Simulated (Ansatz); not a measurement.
A nudged elastic band was laid between two geometries of CH5AlN (8 atoms, charge -1, multiplicity 1).

Computed with Ansatz 0.2.0, RKS PBE/def2-SVP.

```
movable images  : 9
climbing image  : from the first iteration
spring          : 5.0 eV/Å²
optimiser       : fire
start path      : IDPP
force threshold : 0.05 eV/Å
iteration limit : 60
end points      : relaxed
```

First end point:

```xyz
8
Properties=species:S:1:pos:R:3
C -0.786 0.806 -1.221
Al -0.101 0.358 0.438
N 0.678 -1.274 0.934
H -0.810 0.150 -2.117
H -1.337 1.753 -1.400
H -0.056 1.348 1.753
H 1.568 -1.198 1.443
H 0.845 -1.943 0.170
```

Last end point:

```xyz
8
Properties=species:S:1:pos:R:3
C -0.667 0.877 -1.241
Al -0.136 0.339 0.449
N 1.030 -1.068 0.867
H -0.349 0.418 -2.201
H -1.263 1.798 -1.415
H -0.637 1.008 1.867
H 1.322 -1.659 0.077
H 0.700 -1.714 1.597
```

(1) Which bonds break or form, and what moves?

(2) Give the energies along the band, and the barrier.

(3) What is the geometry of the highest image?

The band took 21 iterations and roughly 5 core-minutes.

## Answers

(1) No bond is made or broken. The dihedral H6–Al2–N3–H8 goes from -171 to 47°. The two ends are copies of one structure, up to a mirror image or an exchange of like atoms.

(2) It converged. The highest image is number 5 of 0 to 10, 5.5 kJ/mol above the ends, which have the same energy within 2 meV. Another band between the same ends (9 images) ends at a top of the same energy, where a vibrational analysis finds 1 clearly imaginary mode. Limits of this set-up: an anion without diffuse functions, the dipole of an ion depends on the origin.

```csv
image,path coordinate (Å),energy (kJ/mol),dihedral H6–Al2–N3–H8 (°)
0,0.00,0.0,-171
1,0.27,0.5,177
2,0.55,1.8,165
3,0.82,3.5,151
4,1.10,4.9,138
5,1.36,5.5,125
6,1.65,5.2,109
7,1.94,3.9,93
8,2.22,2.1,78
9,2.50,0.6,63
10,2.78,0.0,47
```

(3) 
```xyz
8
Properties=species:S:1:pos:R:3
C -0.459 0.892 -1.230
Al -0.215 0.323 0.515
N 0.666 -1.256 1.093
H -0.142 0.382 -2.165
H -0.989 1.845 -1.451
H -0.761 1.184 1.804
H 1.645 -1.272 0.771
H 0.256 -2.098 0.662
```

Run time: 4.8 min on 1 thread of Arm Neoverse V1, on a shared host, peak memory 0.12 GiB.
